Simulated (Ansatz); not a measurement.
doublet LiS: levels of theory in one basis

```xyz
2

Li    0.0000    0.0000   -1.1576
S     0.0000    0.0000    1.1576
```

Basis set: def2-SVP (spherical functions). Frozen core: 5 orbitals. Correlation on ROHF uses semicanonical orbitals with singles. Charge 0, multiplicity 2.

Computed with Ansatz (development build ahead of 0.2.0); each method stands on the lowest determinant of its kind that the runs found.

```
  method  E − E(ROHF) (eV)  <S²> of the determinant
    ROHF              0.00                     0.75
     UHF             -0.09                     0.76
ROHF-MP2             -3.00                        –
 UHF-MP2             -2.99                     0.76
```

(1) What does ROHF-CCSD(T) give on the same scale?

## Answers

(1) -3.52 eV.
